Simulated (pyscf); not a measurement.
Single points on ωB97X-D3(BJ)/def2-SVP structures (PySCF, gas phase).

**Question.** Estimate the classical barrier height and the reaction energy of O=Nb(F)(F)–F + HF → HO–Nb(F)(F)(F)–F at ωB97M-D3(BJ)/def2-TZVP. The step runs on the singlet surface, breaks F–H and forms H–O, F–Nb; take the separated reactants as zero.

**Answer.** ΔE‡ = 0.16 eV, ΔE = -0.94 eV. Zero-point energy shifts the barrier by -0.01 eV. It is an addition across a multiple bond or ene-type step, with an imaginary mode of 1251i cm⁻¹. On the reactant side the descent ends in an adduct with a F–Nb contact, 0.37 eV under the separated species and 0.49 eV under the saddle at ωB97X-D3(BJ)/def2-TZVP. What is counted as formed (F–Nb) is already present as a longer contact in the reactant adduct; forming that adduct is a step of its own. At the saddle there is also a short H–Nb contact that neither side keeps. One saddle was located; it need not be the lowest between these sides. Elements past Kr carry the def2 core potentials, without spin-orbit coupling.
